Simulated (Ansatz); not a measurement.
## CS⁺, quartet in 6-31G: errors against full CI

Geometry: a point of a stretch scan, not a stationary point.

```xyz
2

C     0.0000    0.0000    0.0000
S     0.0000    0.0000    2.6930
```

Basis 6-31G; Ansatz 0.2.0. Correlated methods freeze the noble-gas cores, which leaves 9 electrons in 16 orbitals. Prefix R: restricted or restricted open-shell reference; prefix U: unrestricted. Active spaces: pair = (5e, 5o) about the gap; valence = (9e, 8o) chosen from the atoms' valence shells.

Full CI is exact within this basis and frozen core; it isn't the basis-set limit. The frozen core follows each run's orbitals, which can shift R against U totals by a few meV.

Unrestricted rows (U) aren't spin-pure: their determinants' ⟨S²⟩ exceeds S(S+1) by up to 0.54, so they mix in states of higher spin. For open shells CISD is restricted-active-space CI with the open shells as a complete middle space.

```
UHF ⟨S²⟩                          : 4.290
T1 diagnostic (RCCSD)             : 0.0545
largest doubles amplitude (RCCSD) : 0.210
T1 diagnostic (UCCSD)             : 0.0698
```

Q: From what is known of these methods and the diagnostics, rank them by the size of their error in total energy against full CI in 6-31G, smallest first (an estimate: the text doesn't fix the numbers).
A. CASSCF (pair space)
B. UCCSD(T)
C. CISD
D. NEVPT2 (valence space)
E. RCCSD(T)

A: E (1.04 kcal/mol), B (1.42 kcal/mol), C (6.51 kcal/mol), D (7.89 kcal/mol), A (40.48 kcal/mol).

All errors are against full CI in 6-31G. With T1 at 0.055 and a doubles amplitude of 0.21 one determinant is a poor start. 

The program itself flagged as in doubt: UCCSD(T).

The full-CI state has the irrep B2 of C2v, in the program's axes (one component, if the state is degenerate).

Natural occupations of full CI about the gap: 1.990 1.936 1.754 1.025 0.996 0.967 0.247 0.047 0.010 0.007; effectively unpaired electrons, Σ n²(2−n)², 3.39.
